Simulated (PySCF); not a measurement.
# How the method changes the constants of LiC

State: ⁴Σ⁻ (quartet), unpaired electrons σ ↑, π ↑↑. Set-up: basis Li aug-pcseg-1, C aug-pcseg-1; no relativity; PySCF 2.14. De refers to Li + C in their high-spin ground configurations, without counterpoise correction. The functionals are run spin-unrestricted. A positive dipole means Li(−)C(+).

| Level | Re (Å) | ωe (cm⁻¹) | De (eV) | μ (D) |
| --- | --- | --- | --- | --- |
| UHF | 1.904 | 686 | 1.89 | -6.69 |
| UHF-MP2 | 1.897 | 670 | 2.49 | n/a |
| UHF-SCS-MP2 | 1.890 | 675 | 2.26 | n/a |
| UHF-CCSD | 1.897 | 663 | 2.39 | n/a |
| UHF-CCSD(T) | 1.900 | 658 | 2.42 | n/a |
| PBE | 1.908 | 656 | 2.75 | -6.03 |
| PBEsol | 1.905 | 659 | 2.90 | -6.05 |
| r²SCAN | 1.911 | 662 | 2.81 | -6.29 |
| PBE0 | 1.896 | 676 | 2.65 | -6.25 |
| M06-2X | 1.889 | 685 | 2.64 | -6.28 |
| B2PLYP | 1.892 | 676 | 2.47 | -6.43 |

The bond length runs from 1.889 Å (M06-2X) to 1.911 Å (r²SCAN). De spans 1.89 eV (UHF, mean field) to 2.90 eV (PBEsol, GGA). Correlation at CCSD(T) changes the Hartree–Fock bond energy by +0.53 eV; the triples alone change it by +0.03 eV.

Correlated steps freeze 1 core orbital. Correlated levels converge slowly with the basis: in double zeta they bind strong bonds too weakly, by up to about 1 eV, and carry superposition errors of some tenths. B2PLYP dipoles, levels and charges come from its SCF part alone. The state is the lowest determinant that a PBE0 search found; another state may lie lower at other levels.
